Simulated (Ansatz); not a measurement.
Geometry optimisation, RKS revPBE/def2-SVP (Ansatz 0.2.0).

The input (input.yaml):

```yaml
crystal:
  periodic: [false, false, false]
  atoms:
    - { symbol: "N", position_ang: [-0.62208, 0.44528, 0.19204] }
    - { symbol: C, position_ang: [0.54282, -0.20844, -0.13742] }
    - { symbol: S, position_ang: [1.45285, -0.78636, 1.14197] }
    - { symbol: S, position_ang: [0.9003, -0.30407, -1.76889] }
    - { symbol: H, position_ang: [-0.97917, 0.2868, 1.12265] }
    - { symbol: H, position_ang: [1.06888, -0.94691, -0.74242] }
total_charge: -1
basis:
  gaussian: { orbitals: def2-SVP }
hamiltonian:
  xc: revpbe
relax:
  f_tol: 0.02
  max_steps: 50
```

Run as:

```bash
$ ansatz run input.yaml --threads 1 --pin off --max-ram 2048MiB --backend cpu --events-out ev --progress --plain --runs-dir out
```

**Question.** Where does it end, and by what steps?

**Answer.** The run converged. Limits of this set-up: an anion without diffuse functions, the dipole of an ion depends on the origin. After 12 steps the energy has fallen by 4.428 eV; H6 moved furthest, 1.04 Å. The start is strongly strained (largest force component 10 eV/Å), so its close contacts needn't be bonds. Parted: C2–H6.

```json
{"step": "0", "energy less start (eV)": "0.0000", "largest force component (eV/Å)": "9.734", "accepted": "yes"}
{"step": "1", "energy less start (eV)": "-1.9316", "largest force component (eV/Å)": "5.129", "accepted": "yes"}
{"step": "2", "energy less start (eV)": "-3.1388", "largest force component (eV/Å)": "2.199", "accepted": "yes"}
{"step": "3", "energy less start (eV)": "-3.6874", "largest force component (eV/Å)": "1.301", "accepted": "yes"}
{"step": "4", "energy less start (eV)": "-3.9912", "largest force component (eV/Å)": "1.031", "accepted": "yes"}
{"step": "5", "energy less start (eV)": "-4.2186", "largest force component (eV/Å)": "0.810", "accepted": "yes"}
{"step": "6", "energy less start (eV)": "-4.3623", "largest force component (eV/Å)": "0.413", "accepted": "yes"}
{"step": "7", "energy less start (eV)": "-4.3956", "largest force component (eV/Å)": "0.594", "accepted": "yes"}
{"step": "8", "energy less start (eV)": "-4.4229", "largest force component (eV/Å)": "0.103", "accepted": "yes"}
{"step": "9", "energy less start (eV)": "-4.4186", "largest force component (eV/Å)": "0.461", "accepted": "no"}
{"step": "10", "energy less start (eV)": "-4.4269", "largest force component (eV/Å)": "0.049", "accepted": "yes"}
{"step": "11", "energy less start (eV)": "-4.4279", "largest force component (eV/Å)": "0.030", "accepted": "yes"}
{"step": "12", "energy less start (eV)": "-4.4280", "largest force component (eV/Å)": "0.012", "accepted": "yes"}
```

```xyz
6
Properties=species:S:1:pos:R:3
N -0.806 0.550 0.219
C 0.278 -0.175 0.126
S 1.322 -0.878 1.312
S 0.717 -0.462 -1.681
H -0.970 0.656 1.238
H 1.824 -1.203 -1.406
```

Time of the run: 25 s on 1 thread of Arm Neoverse V2, with other jobs on the host, peak memory 0.14 GiB.
